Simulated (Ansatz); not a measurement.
# C2HCl2F: basis-set convergence

How large a basis does C2HCl2F need? Two functionals are run in growing sets.

Computed with Ansatz 0.2.0, Gaussian basis. Level: one geometry, several basis sets.

The runs, in order: PBE0-D4/def2-SVP; ωB97M-V/def2-SVP; PBE0-D4/def2-QZVPP; ωB97M-V/def2-QZVPP; the functionals' def2-TZVPP values are taken from earlier runs.

### Step 1. The geometry

The geometry comes from an earlier relaxation with PBE0-D4 in a triple-zeta def2 set; it is a stationary point.

SMILES `FC=C(Cl)Cl`, 6 atoms, charge 0, spin multiplicity 1.

Atoms are counted from 1 here; the program's logs count them from 0.

Bond lengths: F1–C2 1.325 Å, C2–C3 1.326 Å, C2–H6 1.082 Å, C3–Cl4 1.703 Å, C3–Cl5 1.711 Å. Angles: F1–C2–C3 121.8°, F1–C2–H6 114.8°, C3–C2–H6 123.4°, C2–C3–Cl4 122.7°, C2–C3–Cl5 120.1°, Cl4–C3–Cl5 117.1°.

As a file:

```xyz
6

F     0.3698   -1.4535    1.0166
C     0.3352   -0.1837    0.6391
C    -0.2495    0.1939   -0.4899
Cl   -1.0027   -0.9071   -1.5493
Cl   -0.2696    1.8451   -0.9367
H     0.8168    0.5053    1.3201
```

### Step 2. PBE0-D4 in def2-SVP

The input, in.yaml:

```yaml
crystal:
  periodic: [false, false, false]
  atoms:
    - {symbol: F, position_ang: [0.369818, -1.453511, 1.016624]}
    - {symbol: C, position_ang: [0.335196, -0.183694, 0.639137]}
    - {symbol: C, position_ang: [-0.249498, 0.193870, -0.489926]}
    - {symbol: Cl, position_ang: [-1.002742, -0.907113, -1.549257]}
    - {symbol: Cl, position_ang: [-0.269601, 1.845147, -0.936707]}
    - {symbol: H, position_ang: [0.816836, 0.505301, 1.320128]}
basis:
  gaussian: {orbitals: def2-SVP}
hamiltonian: {xc: pbe0, dispersion: d4}
output: {orbitals: {seedname: orbitals}}
```

The run is started by

```sh
ansatz run in.yaml --threads 4 --pin off --events-out ev --progress --plain --max-ram 10444MiB
```

Further steps of the session: ωB97M-V in def2-SVP; PBE0-D4 in def2-QZVPP; ωB97M-V in def2-QZVPP.

Q: Predict the results of all the runs planned. Wanted: PBE0-D4: double and triple zeta above quadruple; ωB97M-V: double and triple zeta above quadruple.

As calculated:

| quantity | value |
| --- | --- |
| PBE0-D4: double and triple zeta above quadruple | 15.38, 0.98 eV |
| ωB97M-V: double and triple zeta above quadruple | 15.36, 0.94 eV |

For PBE0-D4 the step from double to triple zeta gains 14.39 eV and the next only 0.98 eV. These are total energies; as a rule much of such shifts cancels in differences, which this series doesn't test. The LUMO of ωB97M-V is positive and keeps falling with the basis (2.12 to 1.57 eV): an unbound level that the basis holds in place.
